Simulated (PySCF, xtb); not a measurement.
Homolysis of single bonds, series ethynyl-X. Gas-phase values, no solvent. One relaxed conformer stands for each flexible species; it need not be the lowest. Strings in code marks are SMILES.

Quantity: homolytic bond dissociation enthalpy at 298 K (no spin–orbit term), in kcal/mol. Thermal and zero-point terms are GFN2-xTB rigid-rotor harmonic values (xtb).

Case: C–C bond of `C#CC(C)=O`, giving `C#C[C]=O` and `[CH3]`. Geometry of `C#CC(C)=O` (neutral, multiplicity 1, Å):

```xyz
9

C      2.2803    -0.1125    -0.0752
C      1.1139    -0.1956     0.2505
C     -0.2858    -0.2949     0.6395
C     -1.2795     0.2573    -0.3535
O     -0.6054    -0.7979     1.7070
H      3.3164    -0.0500    -0.3417
H     -1.1724    -0.2611    -1.3188
H     -2.2974     0.1331     0.0331
H     -1.0702     1.3216    -0.5410
```

**Question.** Predict the homolytic bond dissociation enthalpy at 298 K (no spin–orbit term) from B3LYP/6-311+G** // PBE-D3(BJ)/def2-TZVP (PySCF).

**Answer.** 75.2 kcal/mol.
